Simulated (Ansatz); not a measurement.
Species, as SMILES: OCl (OH-Cl).
Geometry (B3LYP-D3(BJ)/def2-TZVP, fixed):
```
O
H 1 0.9686
Cl 1 1.7015 2 103.27
```

Basis-set convergence of the dipole moment at PBE with Ansatz (a quantum-chemistry and plane-wave program). Dipoles come from the density behind the forces; the sign is taken along the dipole that this method gives in the largest set. Cartesian d functions, on some or all atoms, in 6-311G**, 6-311+G**; all else is spherical. The program fits the integrals of some runs and decomposes those of others, by size. No added dispersion term, no relativity. Reference: the value in aug-pcseg-3, 1.499 D. Deviations are taken from unrounded values.

```csv
basis,functions,dipole moment (D),minus reference (D)
3-21G,24,1.955,0.455
pcseg-0,24,1.984,0.484
cc-pV(D+d)Z,42,1.620,0.120
6-311G**,51,1.761,0.262
def2-SVPD,58,1.517,0.018
6-311+G**,59,1.731,0.231
aug-cc-pV(D+d)Z,64,1.510,0.011
pcseg-2,78,1.620,0.121
def2-TZVPD,95,1.500,0.001
"6-311++G(3df,3pd)",104,1.521,0.022
aug-pcseg-2,119,1.504,0.004
def2-QZVPPD,178,1.499,0.000
aug-pcseg-3,223,1.499,0.000
```
